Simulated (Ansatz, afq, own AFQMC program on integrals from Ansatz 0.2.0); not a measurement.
CH4Si, singlet in cc-pVDZ, levels against CCSDT(Q)

```xyz
6

Si    0.0000    0.0000    0.5299
C     0.0000    0.0000   -1.1689
H     0.0000    1.2445    1.3276
H     0.0000   -1.2445    1.3276
H     0.0000    0.9175   -1.7458
H     0.0000   -0.9175   -1.7458
```

Connectivity, by distances: SiH2–CH2.

Basis cc-pVDZ. Only valence electrons are correlated. AFQMC by an in-house program on the Cholesky factors that Ansatz 0.2.0 writes for its CCSD(T) run. The CISD trial takes its coefficients from CCSD amplitudes. Released means that phaseless walkers are propagated on without the constraint, phases kept. Free projection: walkers drawn from exp(T), propagated without any constraint. Its projection time is finite, and what remains of the start isn't in its error. Error bars are statistical, one sigma.

Determinant: RHF, the one that the program's search chose, which needn't be the lowest solution. The geometry is a PBE0/def2-TZVP stationary point of this or a neighbouring charge and spin state.

No full CI on the walks' own integrals is used here; CCSDT(Q) serves as the reference and is uncertain by about the last step of the cluster series.

Cautions: restricted determinant unstable towards unrestricted (UHF 55 meV lower, ⟨S²⟩ 0.28).

- T1 diagnostic: 0.0143
- weight of the determinant in the CISD state: 0.863
- size of the correlated space: 12 electrons in 46 orbitals

Reference: CCSDT(Q), correlation energy -7.864 eV. The released energy is read at 2.40 1/Eh (meV from the phaseless value at times in 1/Eh: -11 ± 17 at 0.24, -11 ± 14 at 0.51, -1 ± 16 at 0.99, -19 ± 19 at 1.62, -29 ± 20 at 2.40).

| level | E − E(reference) (mEh) | share of correlation (%) |
| --- | --- | --- |
| HF | 289.00 | 0.00 |
| MP2 | 45.61 | 84.22 |
| CCSD | 11.51 | 96.02 |
| CCSD(T) | 1.71 | 99.41 |
| CCSDT | 0.73 | 99.75 |
| ph-AFQMC/CISD | 0.14 ± 0.76 | 99.95 |
| released AFQMC | -0.91 ± 0.75 | 100.32 |
| free AFQMC | 1.22 ± 0.84 | 99.58 |

Free projections are given only where their last times agree within the noise and don't stop above the reference; a slow remainder of the start can still hide under it. A walk keeps the symmetry of its determinant, which the program's search chose and which needn't be the lowest solution, so a lower state of the same spin and another symmetry isn't excluded. Released energies are given only where the last usable release times agree within the noise; a slower fall can still hide under it.
